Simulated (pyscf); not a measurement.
## Concerted fragmentation: `[H][H]` + `[CH]=[CH2]` [doublet] → `[H][H]` + `[H]` [doublet] + `[C]=[CH2]` [singlet]

Gas phase, doublet surface, charge 0. Bonds broken: H1–H2, C3–H5. Bonds formed: H1–H5. Optimised with ωB97X-D3(BJ)/def2-SVP in PySCF.

Transition state (Å):

```xyz
7

H      1.7757    -0.4108    -0.2662
H      1.8686     0.7657    -1.1780
C      0.3279    -0.9888     1.4931
C     -0.4144     0.0863     1.4389
H      1.6281    -0.9855     0.2740
H     -0.3149     0.9337     0.7549
H     -1.2206     0.0944     2.1879
```

One imaginary mode, 814i cm⁻¹; descent along it reached the two sides named.

```tsv
bond	change	reactant side (Å)	saddle	product side
H1–H2	breaks	0.760	1.491	3.6
C3–H5	breaks	1.093	1.782	2.7
H1–H5	forms	2.7	0.802	0.761
```

Electronic energies relative to the separated reactants (kcal/mol):

| level | barrier | reaction energy | reverse barrier |
|---|---|---|---|
| ωB97X-D3(BJ)/def2-TZVP | 90.2 | +84.9 | 5.4 |
| PBE/def2-TZVP | 86.0 | +88.3 | -2.3 |
| r²SCAN/def2-TZVP | 89.3 | +92.4 | -3.1 |
| B3LYP-D3(BJ)/def2-TZVP | 87.8 | +87.6 | 0.1 |
| PBE0-D3(BJ)/def2-TZVP | 90.1 | +89.8 | 0.3 |
| M06-2X/def2-TZVP | 92.5 | +86.1 | 6.4 |
| ωB97M-D3(BJ)/def2-TZVP | 88.2 | +82.8 | 5.3 |
| HF/def2-TZVP | 92.7 | +79.0 | 13.8 |

With ωB97M-D3(BJ)/def2-TZVP energies and thermal terms (ideal gas, 1 atm, RRHO with modes under 100 cm⁻¹ raised to 100, one conformer, R ln 2 for chiral ones without a mode under 150 cm⁻¹), in kcal/mol:

```json
[
 {"T (K)": "298", "ΔH‡": "82.3", "ΔG‡": "87.8", "ΔH": "+76.3", "ΔG": "+68.9"},
 {"T (K)": "600", "ΔH‡": "83.3", "ΔG‡": "93.0", "ΔH": "+77.5", "ΔG": "+60.9"},
 {"T (K)": "900", "ΔH‡": "84.3", "ΔG‡": "97.6", "ΔH": "+78.2", "ΔG": "+52.5"},
 {"T (K)": "1200", "ΔH‡": "85.2", "ΔG‡": "101.9", "ΔH": "+78.6", "ΔG": "+43.9"}
]
```

At PBE, r²SCAN this geometry lies under the product side: in single points on another level's saddle the reverse barrier vanishes, and the forward threshold there is about the reaction energy. This saddle turned up in a search for another step; its sides and bond changes are read from the two ends of the descent. The same reactants have a lower exit, to H₂C=CH₂ + H• (barrier +6.4 kcal/mol at ωB97M-D3(BJ)/def2-TZVP, against +88.2 kcal/mol here). :C=CH₂ [singlet] lies 41.4 kcal/mol over its isomer HC≡CH (electronic energy, ωB97M-D3(BJ)/def2-TZVP). This is the saddle that the search found; another between the same sides may lie lower.
